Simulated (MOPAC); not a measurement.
MOPAC input (AM1):

```
AM1 FORCE THERMO(298,298) PRECISE LET UHF MS=0.5 GEO-OK AUX(PRECISION=9) THREADS=1
C3H5

C     1.30046901 1    0.24831933 1    0.00639793 1
C     0.01982084 1    0.48231011 1   -0.00932435 1
H     2.35485932 1    0.34403547 1    0.01365198 1
H    -0.36299596 1    1.52194032 1   -0.03306605 1
C    -1.01799810 1   -0.57133915 1    0.00241250 1
H    -0.57089771 1   -1.59462227 1    0.02642122 1
H    -1.67206497 1   -0.44852171 1    0.90172448 1
H    -1.65629943 1   -0.48420983 1   -0.91225711 1
```

From the last part of the output:

```
     H    8   0.562560   5.371733

          HEAT OF FORMATION =      51.791802 KCALS/MOLE

          ZERO POINT ENERGY      40.975 KCAL/MOL

           NORMAL COORDINATE ANALYSIS (Total motion = 1 Angstrom)

   Root No.       1         2         3         4         5         6         7         8

                 1 A"      1 A'      2 A'      2 A"      3 A"      3 A'      4 A"      4 A'

                 106.5     288.4     470.4     720.5     772.1    1028.5    1065.3    1218.3

           1   -0.0000   -0.0314   -0.0386   -0.0000    0.0000    0.0239   -0.0000   -0.0468
           2   -0.0000   -0.0351    0.1229   -0.0000    0.0000   -0.0138   -0.0000   -0.0133
           3   -0.0351    0.0000   -0.0000   -0.0495    0.0513    0.0000   -0.0044    0.0000
           4    0.0000   -0.0205   -0.0499   -0.0000   -0.0000    0.0079    0.0000   -0.0228
           5    0.0000   -0.0320   -0.0978   -0.0000   -0.0000    0.0085    0.0000    0.0256
           6    0.0442    0.0000    0.0000   -0.0180   -0.0669   -0.0000    0.0647   -0.0000
           7   -0.0000    0.1427   -0.0921    0.0000   -0.0000    0.0279   -0.0000   -0.0492
           8   -0.0000    0.6302   -0.0895    0.0000   -0.0000   -0.0043   -0.0000    0.0006
           9   -0.0739   -0.0000    0.0000    0.4717   -0.1870    0.0000   -0.0482    0.0000
          10    0.0000   -0.0410   -0.0219    0.0000    0.0000    0.1658   -0.0000    0.4703
          11    0.0000   -0.0155   -0.0981    0.0000    0.0000   -0.0864   -0.0000   -0.2730
          12    0.1422    0.0000    0.0000    0.2111    0.3510    0.0000   -0.1370    0.0000
          13    0.0000    0.0310    0.0676    0.0000   -0.0000   -0.0580   -0.0000    0.0338
          14   -0.0000    0.0100   -0.0150   -0.0000   -0.0000   -0.0077   -0.0000    0.0160
          15   -0.0080   -0.0000    0.0000   -0.0008   -0.0110    0.0000   -0.0655   -0.0000
          16    0.0000    0.0792    0.2079    0.0000    0.0000    0.2068    0.0000   -0.0756
          17    0.0000   -0.0220   -0.1040    0.0000    0.0000   -0.1667    0.0000    0.0861
          18    0.2015    0.0000    0.0000    0.0506    0.0624    0.0000    0.0926   -0.0000
          19   -0.1859    0.0342    0.0779    0.0480    0.0678   -0.0445    0.1635    0.0404
          20   -0.0816    0.0432    0.0851   -0.0769   -0.1075    0.2060   -0.2316   -0.0753
          21   -0.1417    0.0009    0.0028    0.0401    0.0460   -0.0037    0.0772    0.0103
          22    0.1859    0.0342    0.0779   -0.0480   -0.0678   -0.0445   -0.1635    0.0404
          23    0.0815    0.0432    0.0851    0.0769    0.1075    0.2060    0.2316   -0.0753
          24   -0.1417   -0.0009   -0.0029    0.0401    0.0460    0.0037    0.0771   -0.0102

   Root No.       9        10        11        12        13        14        15        16

                 5 A'      6 A'      5 A"      7 A'      8 A'      6 A"      9 A'     10 A'

                1240.9    1378.8    1385.5    1434.0    1782.5    3046.0    3056.7    3101.1

           1   -0.0528    0.0013    0.0000    0.0127   -0.1984   -0.0000    0.0007   -0.0006
           2    0.0013   -0.0008    0.0000   -0.0008    0.0039   -0.0000    0.0002   -0.0023
           3    0.0000   -0.0000   -0.0003    0.0000    0.0000   -0.0001   -0.0000    0.0000
           4   -0.0066    0.0040    0.0000    0.0010    0.2528   -0.0000    0.0023   -0.0281
           5    0.1157   -0.0060   -0.0000   -0.0189   -0.0521   -0.0000    0.0065   -0.0431
           6   -0.0000    0.0000   -0.0021    0.0000    0.0000   -0.0018   -0.0000    0.0000
           7   -0.0577    0.0015    0.0000    0.0145   -0.2508   -0.0000    0.0036   -0.0018
           8    0.0159   -0.0018    0.0000   -0.0044    0.0160   -0.0000   -0.0006   -0.0010
           9   -0.0000    0.0000    0.0013    0.0000   -0.0000   -0.0002   -0.0000    0.0000
          10   -0.0381   -0.0135    0.0000    0.0058    0.0129   -0.0000   -0.0554    0.3430
          11    0.1187    0.0037   -0.0000   -0.0153    0.0854   -0.0000   -0.0884    0.5732
          12   -0.0000    0.0000   -0.0003    0.0000   -0.0000   -0.0010    0.0000   -0.0000
          13    0.0353   -0.0459   -0.0000   -0.0475   -0.0315   -0.0000   -0.0363   -0.0116
          14   -0.0970   -0.0125   -0.0000    0.0770    0.0312   -0.0000   -0.0241   -0.0056
          15    0.0000    0.0000   -0.0421   -0.0000   -0.0000   -0.0558    0.0000    0.0000
          16    0.2192   -0.1195    0.0000    0.2652    0.0265   -0.0000    0.2096    0.0215
          17   -0.2060    0.0632    0.0000   -0.1532   -0.0079   -0.0000    0.3276    0.0430
          18    0.0000   -0.0000    0.4290    0.0000   -0.0000   -0.0291   -0.0000    0.0000
          19    0.0819    0.3080    0.0975    0.0583   -0.0307   -0.2810    0.1192    0.0591
          20   -0.0830    0.0820    0.2385   -0.2551    0.0544    0.0069   -0.0156   -0.0041
          21    0.0335    0.2352    0.0501    0.0666   -0.0241    0.3590   -0.1914   -0.0898
          22    0.0819    0.3080   -0.0975    0.0583   -0.0307    0.2810    0.1192    0.0591
          23   -0.0830    0.0820   -0.2385   -0.2551    0.0544   -0.0069   -0.0156   -0.0040
          24   -0.0335   -0.2352    0.0501   -0.0665    0.0241    0.3590    0.1914    0.0898

   Root No.      17        18

                11 A'     12 A'

                3148.7    3418.3

           1   -0.0004   -0.0817
           2   -0.0003    0.0184
           3    0.0000   -0.0000
           4   -0.0004    0.0084
           5   -0.0063    0.0007
           6   -0.0000   -0.0000
           7   -0.0041    0.8587
           8    0.0010   -0.2268
           9    0.0000    0.0000
          10    0.0309    0.0069
          11    0.0531    0.0053
          12   -0.0000    0.0000
          13    0.0094    0.0010
          14   -0.0205   -0.0005
          15    0.0000    0.0000
          16    0.1958    0.0009
          17    0.2780    0.0002
          18   -0.0000   -0.0000
          19   -0.1625   -0.0027
          20   -0.0047    0.0003
          21    0.2310    0.0035
          22   -0.1625   -0.0027
          23   -0.0047    0.0002
          24   -0.2310   -0.0035

           MASS-WEIGHTED COORDINATE ANALYSIS (NORMAL COORDINATES)

   Root No.       1         2         3         4         5         6         7         8

                 1 A"      1 A'      2 A'      2 A"      3 A"      3 A'      4 A"      4 A'

                 106.5     288.4     470.4     720.5     772.1    1028.5    1065.3    1218.3

           1   -0.0000   -0.1549   -0.1874   -0.0000    0.0000    0.1663   -0.0000   -0.2604
           2   -0.0000   -0.1732    0.5966   -0.0000    0.0000   -0.0958   -0.0000   -0.0742
           3   -0.2537    0.0000   -0.0000   -0.3009    0.3316    0.0000   -0.0279    0.0000
           4    0.0000   -0.1013   -0.2424   -0.0000   -0.0000    0.0549    0.0000   -0.1268
           5    0.0000   -0.1579   -0.4745   -0.0000   -0.0000    0.0590    0.0000    0.1423
           6    0.3196    0.0000    0.0000   -0.1092   -0.4330   -0.0000    0.4056   -0.0000
           7   -0.0000    0.2042   -0.1295    0.0000   -0.0000    0.0563   -0.0000   -0.0794
           8   -0.0000    0.9017   -0.1258    0.0000   -0.0000   -0.0086   -0.0000    0.0010
           9   -0.1549   -0.0001    0.0000    0.8308   -0.3505    0.0000   -0.0874    0.0000
          10    0.0000   -0.0587   -0.0307    0.0000    0.0000    0.3339   -0.0000    0.7580
          11    0.0000   -0.0222   -0.1379    0.0000    0.0000   -0.1740   -0.0000   -0.4400
          12    0.2982    0.0000    0.0000    0.3719    0.6578    0.0000   -0.2487    0.0000
          13    0.0000    0.1529    0.3280    0.0000   -0.0000   -0.4030   -0.0000    0.1882
          14   -0.0000    0.0496   -0.0726   -0.0000   -0.0000   -0.0533   -0.0000    0.0891
          15   -0.0576   -0.0000    0.0000   -0.0051   -0.0715    0.0000   -0.4102   -0.0000
          16    0.0000    0.1134    0.2923    0.0000    0.0000    0.4165    0.0000   -0.1219
          17    0.0000   -0.0314   -0.1463    0.0000    0.0000   -0.3357    0.0000    0.1387
          18    0.4225    0.0000    0.0000    0.0891    0.1169    0.0000    0.1680   -0.0000
          19   -0.3897    0.0489    0.1096    0.0846    0.1271   -0.0896    0.2967    0.0651
          20   -0.1710    0.0618    0.1196   -0.1355   -0.2014    0.4148   -0.4204   -0.1213
          21   -0.2971    0.0012    0.0040    0.0707    0.0862   -0.0075    0.1400    0.0165
          22    0.3897    0.0489    0.1096   -0.0846   -0.1271   -0.0896   -0.2967    0.0651
          23    0.1709    0.0618    0.1196    0.1355    0.2014    0.4148    0.4204   -0.1213
          24   -0.2971   -0.0012   -0.0040    0.0707    0.0862    0.0074    0.1400   -0.0165

   Root No.       9        10        11        12        13        14        15        16

                 5 A'      6 A'      5 A"      7 A'      8 A'      6 A"      9 A'     10 A'

                1240.9    1378.8    1385.5    1434.0    1782.5    3046.0    3056.7    3101.1

           1   -0.2688    0.0073    0.0000    0.0746   -0.5859   -0.0000    0.0046   -0.0031
           2    0.0066   -0.0045    0.0000   -0.0048    0.0116   -0.0000    0.0012   -0.0113
           3    0.0000   -0.0000   -0.0020    0.0000    0.0000   -0.0006   -0.0000    0.0000
           4   -0.0337    0.0228    0.0000    0.0061    0.7464   -0.0000    0.0150   -0.1366
           5    0.5892   -0.0344   -0.0000   -0.1112   -0.1537   -0.0000    0.0417   -0.2092
           6   -0.0000    0.0000   -0.0124    0.0000    0.0000   -0.0091   -0.0000    0.0000
           7   -0.0852    0.0025    0.0000    0.0247   -0.2145   -0.0000    0.0068   -0.0026
           8    0.0234   -0.0030    0.0000   -0.0074    0.0137   -0.0000   -0.0012   -0.0013
           9   -0.0000    0.0000    0.0022    0.0000   -0.0000   -0.0004   -0.0000    0.0000
          10   -0.0563   -0.0226    0.0000    0.0099    0.0110   -0.0000   -0.1033    0.4825
```
